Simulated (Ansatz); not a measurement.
Worked example: correlation energy of [Br···H···BH2], doublet

Geometry: a point of a hydrogen-transfer path between rigid fragments, not a stationary point.

```xyz
5

Br   -0.4774    0.0000    0.0000
H     1.1406    0.0000    0.0000
B     2.8046    0.0000    0.0000
H     3.3136    0.0000    1.0770
H     3.3136    0.0000   -1.0770
```

Basis cc-pVDZ; Ansatz 0.2.0. Correlated methods freeze the noble-gas cores and the filled d shells of p-block atoms, which leaves 13 electrons in 41 orbitals. R marks a restricted (for open shells ROHF) determinant, U an unrestricted one. No spin–orbit coupling is included, and no scalar relativity.

Full CI isn't at hand for all of this; UCCSDT(Q) serves as the reference, and is uncertain by about the last step of the cluster series.

Runs differ by some tens of microhartree through their thresholds and, for an open shell, their frozen cores, so steps under 0.03 kcal/mol mean nothing.

```json
{"level": "UHF", "total energy (hartree)": "-2598.718550"}
{"level": "UMP2", "total energy (hartree)": "-2598.918256"}
{"level": "UCCSD", "total energy (hartree)": "-2598.954034"}
{"level": "UCCSD(T)", "total energy (hartree)": "-2598.958318"}
{"level": "UCCSDT", "total energy (hartree)": "-2598.959112"}
{"level": "UCCSDT(Q)", "total energy (hartree)": "-2598.959454"}
```

Q: What is the correlation energy at UCCSDT(Q), and what share of it do UMP2 and UCCSD recover?

A: E(corr) = -2598.959454 − (-2598.718550) = -0.240904 hartree = -6.555 eV. UMP2: -0.199706 / -0.240904 = 82.90 %. UCCSD: -0.235484 / -0.240904 = 97.75 %.

Q: By how many kcal/mol does UCCSD(T) miss UCCSDT(Q) (1 hartree = 627.509 kcal/mol), and which steps make up the rest?

A: -2598.958318 − (-2598.959454) = 0.001136 hartree = 0.71 kcal/mol. Steps: UCCSDT − UCCSD(T) = -0.50, UCCSDT(Q) − UCCSDT = -0.21 kcal/mol. That is within 1 kcal/mol of the reference in this basis, which itself misses far more of the correlation at the basis-set limit.
